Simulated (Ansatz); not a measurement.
One change: `COC(O)(F)F` becomes `NC(O)(F)F`.

Ansatz, PBE0-D4/def2-TZVP geometries, multiplicity 1. Each molecule was computed in one conformer, which needn't be the lowest.

```csv
property,`COC(O)(F)F`
size of the dipole moment (PBE/def2-TZVPP) / D,2.50
LUMO energy (B3LYP/def2-TZVPP) / eV,0.70
HOMO–LUMO gap (PBE/def2-TZVPP) / eV,7.57
HOMO energy (ωB97M-V/def2-TZVPP) / eV,-11.59
"ideal-gas entropy at 298 K and 1 bar (rigid rotor, harmonic PBE0-D4/def2-TZVP) / J/(mol·K)",332
LUMO energy (ωB97M-V/def2-TZVPP) / eV,2.56
```

Problem. Give the same properties after the change, and the shifts. (An estimate is asked.)

Solution. Computed: 
```csv
property,`NC(O)(F)F`,shift
size of the dipole moment (PBE/def2-TZVPP) / D,1.86,-0.64
LUMO energy (B3LYP/def2-TZVPP) / eV,0.51,-0.19
HOMO–LUMO gap (PBE/def2-TZVPP) / eV,6.93,-0.64
HOMO energy (ωB97M-V/def2-TZVPP) / eV,-10.98,0.61
"ideal-gas entropy at 298 K and 1 bar (rigid rotor, harmonic PBE0-D4/def2-TZVP) / J/(mol·K)",301,-31
LUMO energy (ωB97M-V/def2-TZVPP) / eV,2.30,-0.26
```

With PBE0 the HOMO rises by 0.62 eV and the LUMO falls by 0.19 eV, so the gap narrows by about 0.81 eV. PBE moves the HOMO by 0.51 eV and ωB97M-V by 0.61 eV. The zero-point energy changes by -41.0 kJ/mol with -6 modes. Dipoles are sizes alone; their direction can turn.

B3LYP here is the variant with VWN-RPA as its local correlation; programs differ in this.
